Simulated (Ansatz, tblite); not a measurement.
# BH2(SiH3) (SiBH5): charged states by level of theory

The task here is to estimate one member of a computed series from the others.

Method: as each input shows; program: Ansatz 0.2.0, Gaussian basis.

Levels to be run: charge +1 doublet, at the geometry of the singlet (PBE0-D4/def2-TZVP, PBE-D4/def2-TZVP, r2SCAN-D4/def2-TZVP, CCSD(T)/def2-TZVPP); charge -1 doublet, at the geometry of the singlet (PBE0-D4/def2-TZVPD, PBE-D4/def2-TZVPD, r2SCAN-D4/def2-TZVPD, CCSD(T)/def2-TZVPD); the starting singlet's energies come from earlier runs.

### The relaxed structure

The geometry is that of the singlet, from an earlier relaxation (B3LYP-D4/def2-TZVP).

7 atoms, charge 0, spin multiplicity 1.

Atoms are counted from 1 here; the program's logs count them from 0.

Bond lengths: B1–H2 1.191 Å, B1–H3 1.191 Å, B1–Si4 2.011 Å, Si4–H5 1.484 Å, Si4–H6 1.484 Å, Si4–H7 1.491 Å. Angles: H2–B1–H3 117.3°, H2–B1–Si4 121.3°, H3–B1–Si4 121.3°, B1–Si4–H5 113.5°, B1–Si4–H6 113.5°, B1–Si4–H7 105.6°, H5–Si4–H6 108.6°, H5–Si4–H7 107.7°, H6–Si4–H7 107.7°.

Set-up of the first run:

Contents of in.yaml:

```yaml
crystal:
  periodic: [false, false, false]
  atoms:
    - {symbol: B, position_ang: [0.596596, 1.039963, 0.009243]}
    - {symbol: H, position_ang: [1.787463, 1.069746, 0.007570]}
    - {symbol: H, position_ang: [0.023099, 2.081113, -0.069450]}
    - {symbol: Si, position_ang: [-0.405090, -0.702889, 0.048339]}
    - {symbol: H, position_ang: [-1.757265, -0.594832, 0.650305]}
    - {symbol: H, position_ang: [0.331091, -1.794347, 0.733235]}
    - {symbol: H, position_ang: [-0.575883, -1.098755, -1.379241]}
basis:
  gaussian: {orbitals: def2-TZVP}
total_charge: 1
magnetization: {spin_polarized: true, initial_magnetization: 1}
hamiltonian: {xc: pbe0, dispersion: d4}
output: {orbitals: {seedname: orbitals}}
```

Started as:

```sh
> ansatz run in.yaml --threads 4 --pin off --events-out ev --progress --plain --max-ram 3916MiB
```

Steps of the session up to this table: Charge +1 doublet at the fixed geometry, PBE0-D4/def2-TZVP; Charge +1 doublet at the fixed geometry, PBE-D4/def2-TZVP; Charge +1 doublet at the fixed geometry, r2SCAN-D4/def2-TZVP; Charge +1 doublet at the fixed geometry, CCSD(T)/def2-TZVPP.

One table of the session follows, with a row left open; its other results are not shown here.

It belongs to the step «Vertical ionisation energy». 

| method | vertical ionisation energy (eV) |
| --- | --- |
| HF/def2-TZVPP | ? |
| PBE-D4/def2-TZVP | 10.65 |
| r2SCAN-D4/def2-TZVP | 10.71 |
| PBE0-D4/def2-TZVP | 10.79 |
| MP2/def2-TZVPP | 10.92 |
| CCSD/def2-TZVPP | 10.90 |
| CCSD(T)/def2-TZVPP | 10.93 |

**Question.** Estimate the row for HF/def2-TZVPP.

As computed: vertical ionisation energy (eV): 10.06. In the column «vertical ionisation energy (eV)» it is the lowest.

Caveats from the session: The anion's highest level is positive in at least one run, so there the basis alone may hold the extra electron.
